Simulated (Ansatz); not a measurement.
# H₂OSSi (SMILES O[SiH]=S): functionals against CCSD(T) at one geometry

The task here is to estimate one member of a computed series from the others.

Program: Ansatz 0.2.0, Gaussian basis. Level of theory: single points in def2-TZVPP. These are calculated values, not measurements.

Cores are frozen in the correlated methods.

1 further run of the same task is left out (it didn't finish).

### The starting structure

SMILES `O[SiH]=S`, 5 atoms, charge 0, spin multiplicity 1.

Atoms are counted from 1 here; the program's logs count them from 0.

Bond lengths: O1–Si2 1.613 Å, O1–H4 0.962 Å, Si2–S3 1.944 Å, Si2–H5 1.502 Å. Angles: Si2–O1–H4 130.0°, O1–Si2–S3 124.3°, O1–Si2–H5 105.2°, S3–Si2–H5 130.4°.

Geometry (Å):

```
atom    x (Å)    y (Å)    z (Å)
  O1  -0.4582  -0.0794  -1.0564
 Si2   0.2504   0.1536   0.3739
  S3   1.4914   1.5995   0.7588
  H4  -1.1295  -0.7165  -1.3171
  H5  -0.1743  -1.0145   1.2175
```

Set-up of the first run:

Input file run/in.yaml:

```yaml
crystal:
  periodic: [false, false, false]
  atoms:
    - {symbol: O, position_ang: [-0.458234, -0.079368, -1.056384]}
    - {symbol: Si, position_ang: [0.250358, 0.153572, 0.373932]}
    - {symbol: S, position_ang: [1.491368, 1.599459, 0.758803]}
    - {symbol: H, position_ang: [-1.129478, -0.716547, -1.317052]}
    - {symbol: H, position_ang: [-0.174316, -1.014536, 1.217493]}
basis:
  gaussian: {orbitals: def2-TZVPP}
hamiltonian: {xc: pbe, dispersion: d4}
output: {forces: true}
```

On the command line:

```sh
$ ansatz run in.yaml --threads 2 --pin off --events-out ev --progress --plain --max-ram 3481MiB
```

Steps of the session up to this table: PBE-D4/def2-TZVPP; r2SCAN-D4/def2-TZVPP; PBE0-D4/def2-TZVPP; wB97M-V/def2-TZVPP; CCSD(T)/def2-TZVPP.

One table of the session follows, with a row left open; its other results are not shown here.

```
   method  RMS force component (eV/Å)  angle to CCSD(T) forces (°)  dipole (D)
   PBE-D4                           ?                            ?           ?
r2SCAN-D4                       0.270                         16.1        4.25
  PBE0-D4                       0.276                         23.9        4.30
  wB97M-V                       0.314                         26.4        4.38
  CCSD(T)                       0.322                    reference        4.20
```

Estimate the missing values for PBE-D4.

The run gave: RMS force component (eV/Å): 0.328; angle to CCSD(T) forces (°): 37.2; dipole (D): 4.05. In the column «RMS force component (eV/Å)» it is the highest.
